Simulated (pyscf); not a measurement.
H₃C–Be–CH₃ (SMILES [CH3][Be][CH3]) + CH₃• (SMILES [CH3]) → [Be–CH₃]• (SMILES [Be][CH3]) + H₃C–CH₃ (SMILES CC), a substitution at C (doublet surface; Be–C broken, C–C formed). Optimised with ωB97X-D3(BJ)/def2-SVP in PySCF. Energies in kcal/mol from the separated reactants.

Small-basis levels: PySCF, no dispersion term, spherical d functions. Open shells are spin-unrestricted. 

Q: Quick HF/6-31G* single points give ΔE‡ = 60.8 kcal/mol and ΔE = -1.6 kcal/mol. What does ωB97M-D3(BJ)/def2-TZVP give, and how far is the quick result from it?

A: ωB97M-D3(BJ)/def2-TZVP gives ΔE‡ = 41.9 kcal/mol and ΔE = +1.6 kcal/mol. HF/6-31G* lies 18.9 kcal/mol over it in the barrier and 3.2 kcal/mol under it in the reaction energy, so on this step it does not hold to within 3.0 kcal/mol. ωB97M-D3(BJ)/def2-TZVP has limits of its own. One saddle was located; it need not be the lowest between these sides. The angle at the attacked C is 152°.
